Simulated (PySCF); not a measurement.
Saddle point of BH₄OF, singlet (BH₂F ([BH2][F]) + H₂O → BH₃O ([BH2][OH]) + HF; bonds formed: F2–H5; dative contacts that become bonds: B1–O6; bonds broken: B1–F2, H5–O6), PBE0-D4/def2-TZVP structure:

B1  (0.169, -0.050, -0.576)
F2  (-0.614, -1.278, 0.234)
H3  (1.151, -0.544, -1.037)
H4  (-0.643, 0.497, -1.265)
H5  (-0.269, -0.533, 0.964)
O6  (0.382, 0.569, 0.772)
H7  (-0.177, 1.339, 0.909)
(Å)

Energies are electronic, without zero-point energy. Barriers and step energies count from the start structure reached by relaxing down the imaginary mode; all methods use the PBE0-D4 structures, on which another method's saddle can fall below an end. PySCF 2.14 with density fitting (its default auxiliary sets; JK sets also for MP2 and CCSD(T)); basis: def2-TZVPP, with def2-QZVPP for the basis limit; cores frozen in the correlated methods. B3LYP uses VWN-RPA correlation. Extrapolation: Hartree–Fock as exp(−7.88 √X), correlation as X^−2.97.

| method | barrier (kJ/mol) | step energy (kJ/mol) |
| --- | --- | --- |
| SPW92 | 59.4 | 32.2 |
| PBE-D4 | ? | 14.3 |
| r2SCAN-D4 | ? | 20.0 |
| PBE0-D4 | 85.7 | 15.4 |
| B3LYP-D4 | 90.3 | 6.8 |
| BHLYP-D4 | 103.7 | 9.1 |
| wB97M-V | 89.5 | 16.0 |
| HF | ? | -1.7 |
| MP2 | 87.9 | 11.7 |
| CCSD | 98.6 | 10.7 |
| CCSD(T) | 92.1 | 12.2 |

(1) Fill in the withheld barriers. (Judge from chemistry; the value comes from the calculation.)

T1 diagnostic: at most 0.013.

## Answers

(1) By the calculation: HF 130.1; r2SCAN-D4 83.8; PBE-D4 74.3 kJ/mol. Each is the energy of the saddle less that of the start structure, by the same method.

For comparison, the barrier by CCSD(T) at an estimated basis limit (MP2 extrapolated from triple and quadruple zeta, plus CCSD(T) − MP2 in triple zeta) is 92.4 kJ/mol.

The step is the kind of ligand exchange by which a precursor binds to a hydroxyl group, or is hydrolysed, in atomic layer deposition of oxides.

Labels in which every atom is bracketed show which atoms are joined, not bond orders.

For scale, one of the runs: CCSD(T)/def2-TZVPP, 149 basis functions, launched by `OMP_NUM_THREADS=4 python run.py`. Hardware: 4 CPU threads of an Intel Xeon, shared host. Wall time 2.6 min; peak host memory 1.1 GiB.
